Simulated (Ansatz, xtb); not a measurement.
## CHOS: where a starting geometry ends

The starting geometry of this gas-phase doublet has its atoms placed at random.

```yaml
atoms:
  - { symbol: C, position_ang: [0.3775, 0.2392, -0.1671] }
  - { symbol: O, position_ang: [0.7553, -0.7171, -1.2531] }
  - { symbol: S, position_ang: [-1.6284, 0.6275, -0.4350] }
  - { symbol: H, position_ang: [-0.3285, -0.7189, -1.1970] }
```

**Question.** One run relaxed it with r2SCAN-D4/def2-SVP. What is a likely outcome?

**Answer.** It ends as `O[C]=S`. Distances that change by over a tenth: C1–O2 (1.50 → 1.30 Å), C1–S3 (2.06 → 1.60 Å).

The energy falls by 3.56 eV over 9 steps:

| step | E − E(last) (eV) |
| --- | --- |
| 1 | 3.557 |
| 2 | 1.872 |
| 3 | 1.403 |
| 4 | 0.265 |
| 5 | 0.049 |
| 6 | 0.021 |
| 7 | 0.000 |
| 8 | 0.000 |
| 9 | 0.000 |

Final geometry (Å):

```xyz
4

C     0.0450    0.2790   -0.2960
O     0.6098   -0.6296   -1.0324
S    -1.4343    0.8531   -0.1056
H    -0.0446   -1.0718   -1.6183
```

From the same start GFN2-xTB reaches the same bonding as this run.

From so rough a start the end depends on the optimiser's path, so another program may land elsewhere. No frequencies were run, so the end isn't proven a minimum. Open shells are spin-unrestricted. Run with Ansatz 0.2.0, 50 s on 1 thread of Intel(R) Xeon(R) Processor @ 2.50GHz (Skylake/Cascade Lake) (shared host).
